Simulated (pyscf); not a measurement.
## Insertion: InH (SMILES [InH]) [singlet] + H₂S (SMILES S) → HS–InH₂ (SMILES [SH][InH2])

Gas phase, singlet surface, charge 0. Bonds broken: S3–H4. Bonds formed: In1–S3, In1–H4. Optimised with ωB97X-D3(BJ)/def2-SVP in PySCF. MP2 and CC: frozen core, UHF for open shells. ΔMP2 is the change of the MP2 total energy from the triple- to the quadruple-zeta basis.

Transition state (Å):

```xyz
5

In     0.3547     1.6834    -0.6689
H      1.7736     2.4323    -1.3085
S      1.0296    -0.3400     1.0025
H     -0.5013     0.6549     0.4867
H      0.4974    -1.2074     0.1182
```

One imaginary mode, 1208i cm⁻¹; descent along it reached the two sides named, in the forms told below.

```csv
bond,change,reactant side (Å),saddle,product side
S3–H4,breaks,1.347,1.897,3.5
In1–S3,forms,3.1,2.7,2.391
In1–H4,forms,3.7,1.768,1.716
```

Electronic energies relative to the separated reactants (eV):

```csv
level,barrier,reaction energy,reverse barrier
ωB97X-D3(BJ)/def2-TZVP,1.08,-1.30,2.38
PBE/def2-TZVP,0.75,-0.92,1.66
r²SCAN/def2-TZVP,0.75,-1.11,1.86
B3LYP-D3(BJ)/def2-TZVP,1.07,-0.82,1.89
PBE0-D3(BJ)/def2-TZVP,0.91,-1.05,1.97
M06-2X/def2-TZVP,1.12,-1.02,2.14
ωB97M-D3(BJ)/def2-TZVP,1.26,-0.96,2.22
HF/def2-TZVP,2.01,-0.81,2.82
MP2/def2-QZVPP,1.02,-1.03,2.05
CCSD/def2-TZVPP,1.35,-0.90,2.26
CCSD(T)/def2-TZVPP,1.16,-0.96,2.12
CCSD(T)/def2-TZVPP + ΔMP2(QZVPP),1.10,-0.97,2.07
```

With CCSD(T)/def2-TZVPP + ΔMP2(QZVPP) energies and thermal terms (ideal gas, 1 atm, RRHO with modes under 100 cm⁻¹ raised to 100, one conformer, R ln 2 for rigid chiral ones), in eV:

```csv
T (K),ΔH‡,ΔG‡,ΔH,ΔG
298,1.06,1.41,-0.95,-0.57
600,1.07,1.76,-0.93,-0.19
900,1.09,2.10,-0.89,+0.17
1200,1.11,2.43,-0.85,+0.52
```

On the reactant side the descent ends in a bound adduct, 0.38 eV under the separated species and 1.45 eV under the saddle at ωB97X-D3(BJ)/def2-TZVP. One saddle was located; it need not be the lowest between these sides. The CCSD(T) − MP2 part came from Ansatz, without density fitting, on the same reference. The frozen core leaves the outer d or s,p core shells of the metals and heavy elements correlated in the MP2 and CC values, and def2-TZVPP describes them poorly, which can shift differences by a few kcal/mol. Elements past Kr carry the def2 core potentials, without spin-orbit coupling.
